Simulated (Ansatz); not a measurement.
## What a trial cell of CuP relaxes into

The calculation used Ansatz, DFT PBE, scalar-relativistic, plane waves, PAW. Cutoff 420 eV, Γ-centred k mesh, Gaussian smearing, no spin polarisation in the final step.

CuP was placed on the caesium chloride structure type (Pm-3m, No. 221), with Cu in place of Cs, P in place of Cl, at a guessed volume.

```
Cu P
1.0
     3.13515    0.00000    0.00000
     0.00000    3.13515    0.00000
     0.00000    0.00000    3.13515
Cu P
1 1
Direct
  0.00000 0.00000 0.00000
  0.50000 0.50000 0.50000
```

Cell and atoms relax at zero pressure; the relaxation can't lower the symmetry of the start. After a coarse first stage the cell is made exact in the group found at 0.06 Å.

Energies over the elements count from the elements' standard structures at the same level, with no empirical corrections.

Task: What does it relax into?

Result: It keeps Pm-3m (No. 221). The result has the caesium chloride structure. Conventional cell: a = 3.016 Å. Around Cu lie 8 P at 2.61 Å and 6 Cu at 3.02 Å; P has 8 Cu at 2.61 Å and 6 P at 3.02 Å.

```
Cu P
1.0
     3.01598    0.00000    0.00000
     0.00000    3.01598    0.00000
     0.00000    0.00000    3.01598
Cu P
1 1
Cartesian
  0.0000 0.0000 0.0000
  1.5080 1.5080 1.5080
```

Task: What are its volume, energy, density and gap?

Result: The volume per atom is 13.72 Å³ and the density is 5.72 g/cm³. The energy over the elements is 0.38 eV/atom and the gap on the 18×18×18 mesh is 0 eV (a metal).

The final run used a 18×18×18 mesh on its 2-atom cell and 0.10 eV smearing. The k mesh leaves about 4 meV/atom of noise in metals. Symmetry constrained the relaxation, so the result can be a saddle point.

Cost: 3 runs of about 0.37 core-minutes in all, on Arm Neoverse V2 (shared hosts).